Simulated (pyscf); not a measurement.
**Substitution at C: H₃C–SH + H• -> CH₄ + SH•**

Gas phase, doublet surface, charge 0. Bonds broken: C1–S2. Bonds formed: C1–H7. Single points on ωB97X-D3(BJ)/def2-SVP structures (PySCF, gas phase). Correlated levels are frozen-core, on RHF or UHF. ΔMP2 is the change of the MP2 total energy from the triple- to the quadruple-zeta basis.

Transition state (Å):

```xyz
7

C     -0.6682    -0.2892    -0.3529
S     -1.3358     0.9769     1.1245
H      0.4058    -0.1804    -0.1797
H     -1.1271     0.2125    -1.2091
H     -1.1568    -1.1893     0.0311
H     -0.7153     2.0586     0.6147
H     -0.1722    -1.2385    -1.4539
```

One imaginary mode, 1463i cm⁻¹; descent along it reached the two sides named.

```csv
bond,change,reactant side (Å),saddle,product side
C1–S2,breaks,1.814,2.057,3.5
C1–H7,forms,3.7,1.536,1.100
```

Electronic energies relative to the separated reactants (kcal/mol):

```json
[
 {"level": "ωB97X-D3(BJ)/def2-TZVP", "barrier": "21.7", "reaction energy": "-31.0", "reverse barrier": "52.7"},
 {"level": "PBE/def2-TZVP", "barrier": "13.0", "reaction energy": "-29.5", "reverse barrier": "42.5"},
 {"level": "r²SCAN/def2-TZVP", "barrier": "12.4", "reaction energy": "-33.1", "reverse barrier": "45.5"},
 {"level": "B3LYP-D3(BJ)/def2-TZVP", "barrier": "14.3", "reaction energy": "-35.3", "reverse barrier": "49.6"},
 {"level": "PBE0-D3(BJ)/def2-TZVP", "barrier": "16.7", "reaction energy": "-30.2", "reverse barrier": "46.9"},
 {"level": "M06-2X/def2-TZVP", "barrier": "19.4", "reaction energy": "-31.8", "reverse barrier": "51.1"},
 {"level": "ωB97M-D3(BJ)/def2-TZVP", "barrier": "20.2", "reaction energy": "-32.4", "reverse barrier": "52.6"},
 {"level": "HF/def2-TZVP", "barrier": "32.0", "reaction energy": "-38.1", "reverse barrier": "70.0"},
 {"level": "MP2/def2-QZVPP", "barrier": "25.1", "reaction energy": "-28.6", "reverse barrier": "53.7"},
 {"level": "CCSD/def2-TZVPP", "barrier": "21.0", "reaction energy": "-36.6", "reverse barrier": "57.6"},
 {"level": "CCSD(T)/def2-TZVPP", "barrier": "19.5", "reaction energy": "-34.7", "reverse barrier": "54.2"},
 {"level": "CCSD(T)/def2-TZVPP + ΔMP2(QZVPP)", "barrier": "19.3", "reaction energy": "-33.8", "reverse barrier": "53.1"}
]
```

With CCSD(T)/def2-TZVPP + ΔMP2(QZVPP) energies and thermal terms (ideal gas, 1 atm, RRHO with modes under 100 cm⁻¹ raised to 100, one conformer, R ln 2 for rigid chiral ones), in kcal/mol:

| T (K) | ΔH‡ | ΔG‡ | ΔH | ΔG |
|---|---|---|---|---|
| 298 | 19.3 | 26.1 | -30.7 | -31.5 |
| 600 | 18.9 | 33.2 | -31.6 | -32.0 |
| 900 | 18.6 | 40.5 | -32.7 | -32.0 |
| 1200 | 18.3 | 47.8 | -33.7 | -31.6 |

The same reactants have a lower exit, to H₃C–S• + H₂ (barrier +3.3 kcal/mol at ωB97M-D3(BJ), against +20.2 kcal/mol here). One saddle was located; it need not be the lowest between these sides. The angle at the attacked C is 180°. The CCSD(T) − MP2 part came from Ansatz, without density fitting, on the same reference. A UHF reference is spin-contaminated (<S²> up to 0.86), which harms MP2 most. Left out: orbital degeneracy and the spin-orbit lowering of SH.
